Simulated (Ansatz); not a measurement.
Geometry optimisation, UKS BHLYP-D4/def2-SVP in Ansatz 0.2.0.

Input:

```yaml
crystal:
  periodic: [false, false, false]
  atoms:
    - { symbol: Al, position_ang: [0.0, 0.0, 0.0] }
    - { symbol: H, position_ang: [0.0, 0.0, 1.81] }
    - { symbol: H, position_ang: [1.351, 0.0, -0.78] }
    - { symbol: H, position_ang: [-1.351, 0.0, -0.78] }
    - { symbol: "N", position_ang: [0.0, 0.0, 3.17] }
    - { symbol: H, position_ang: [-0.496, -0.7725, 3.7] }
    - { symbol: H, position_ang: [0.496, 0.7725, 3.7] }
magnetization:
  spin_polarized: true
  initial_magnetization: 1
basis:
  gaussian: { orbitals: def2-SVP }
hamiltonian:
  xc: { name: BHLYP }
  dispersion: d4
relax:
  f_tol: 0.15
  max_steps: 25
  restrain:
    - { distance: [1, 4], at: 1.06, k: 30.0 }
    - { distance: [0, 1], at: 2.76, k: 30.0 }
output:
  orbitals: {}
```

Command:

```bash
$ ansatz run input.yaml --threads 1 --pin off --max-ram 2048MiB --backend cpu --events-out ev --progress --plain --runs-dir out
```

Task: Where does it end, and by what steps?

Result: The run converged. The restraints hold the end off the free minimum; the threshold counts their pulls, which the force column leaves out. Restrained pairs: H2–N5 (1.36 → 1.03 Å), Al1–H2 (1.81 → 2.75 Å). After 18 steps the energy has fallen by 3.215 eV (the restraints' own energy left out); H2 moved furthest, 1.48 Å.

```tsv
step	energy less start (eV)	largest force component (eV/Å)	accepted
0	0.0000	3.169	yes
1	-0.8041	4.203	yes
2	-1.1897	3.059	yes
3	-1.4552	1.952	yes
4	-1.6034	1.297	yes
5	-1.7023	2.296	yes
6	-1.8567	1.190	yes
7	-1.8910	0.823	yes
8	-1.9153	0.665	yes
9	-1.9167	1.320	yes
10	-1.9745	1.573	yes
11	-2.1150	1.438	yes
12	-2.3163	1.284	yes
13	-2.5759	1.259	yes
14	-2.8492	1.157	yes
15	-3.0525	0.966	yes
16	-3.1609	1.024	yes
17	-3.2041	0.820	yes
18	-3.2151	0.636	yes
```

```xyz
7
Properties=species:S:1:pos:R:3
Al -0.057 -0.421 0.273
H 0.845 -0.586 2.870
H 1.255 0.378 -0.165
H -1.463 0.327 0.113
N 0.069 -0.124 2.367
H -0.793 -0.442 2.796
H 0.143 0.868 2.566
```

Time of the run: 36 s on 1 thread of Arm Neoverse V2 (shared host), peak memory 0.13 GiB.
